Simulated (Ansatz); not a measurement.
# NF$_{3}$, singlet in 6-31G: errors against RCCSDTQ

Geometry: MP2(full)/6-31G*, from the G2/97 set.

```xyz
4

N     0.0000    0.0000    0.4950
F     0.0000    1.2382   -0.1216
F     1.0723   -0.6191   -0.1216
F    -1.0723   -0.6191   -0.1216
```

Basis 6-31G; Ansatz 0.2.0. Correlated methods freeze the noble-gas cores, which leaves 26 electrons in 32 orbitals. Prefix R: restricted or restricted open-shell reference. Active spaces: valence = (20e, 13o, short of the full valence) chosen from the atoms' valence shells.

Full CI isn't at hand for all of this; RCCSDTQ serves as the reference, and is uncertain by about the last step of the cluster series.

```
UHF ⟨S²⟩                          : 0.000
T1 diagnostic (RCCSD)             : 0.0160
largest doubles amplitude (RCCSD) : 0.055
```

```
   level  E − E(RHF) (eV)
    RMP2         -13.5221
   RCCSD         -13.6314
RCCSD(T)         -13.9822
```

Q: Estimate how far RCCSDTQ in 6-31G lies from RCCSD(T). The table doesn't fix it; the size of (T) and the diagnostics are the guide.

A: RCCSDTQ in 6-31G lies 7.0 kJ/mol below RCCSD(T), which is 21 % of the (T) step (-33.8 kJ/mol). The diagnostics are small and the rest is a small part of (T), but (T) is large here. The miss exceeds 1 kcal/mol.

The other levels:

```tsv
level	E − E(RCCSDTQ) (kJ/mol)	share of correlation (%)	wall time
CISD	188.7	86.08	2.4 s
BCCD(T)	6.0	99.55	0.61 s
RCCSDT	5.0	99.63	–
RCCSDT(Q)	-0.7	100.05	12 s
CASSCF (valence space)	933.0	31.20	–
NEVPT2 (valence space)	86.2	93.65	4.9 s (H100)
MRCISD (valence space)	86.4	93.63	–
MRCISD+Q (valence space)	21.8	98.39	16 s (H100)
```

The correlation energy at RCCSDTQ, counted from RHF, is -14.055 eV. That run took 38 s on 5 threads of AMD EPYC 7R13 with a whole H100 80 GB, shared host.

Times hold each run's SCF and search for its determinant on a shared host, so for small cases they say little of a method's own cost; rows without a card ran on 1 thread of AMD EPYC 7R13.

Natural occupations of CASSCF (valence space) about the gap: 1.994 1.989 1.945 1.942 1.942 0.074 0.066 0.066; effectively unpaired electrons, Σ n²(2−n)², 0.09.

Atomization energy (electronic, same basis, no zero-point term; atoms at the same level, unrestricted beside the R rows where the molecule is a closed shell, with restricted open-shell steps beyond CCSDT(Q)) at RCCSDTQ: 459.9 kJ/mol. Errors of other levels:

```json
{"level": "RHF", "error (kJ/mol)": "-591.5"}
{"level": "RMP2", "error (kJ/mol)": "18.8"}
{"level": "CISD", "error (kJ/mol)": "-169.8"}
{"level": "RCCSD", "error (kJ/mol)": "-35.8"}
{"level": "RCCSD(T)", "error (kJ/mol)": "-5.9"}
{"level": "BCCD(T)", "error (kJ/mol)": "-4.7"}
{"level": "RCCSDT", "error (kJ/mol)": "-4.5"}
{"level": "RCCSDT(Q)", "error (kJ/mol)": "0.7"}
```

This basis is far from its limit, so the value isn't to be set against a measured one. Truncated CI isn't size-consistent, which counts against it in atomization.
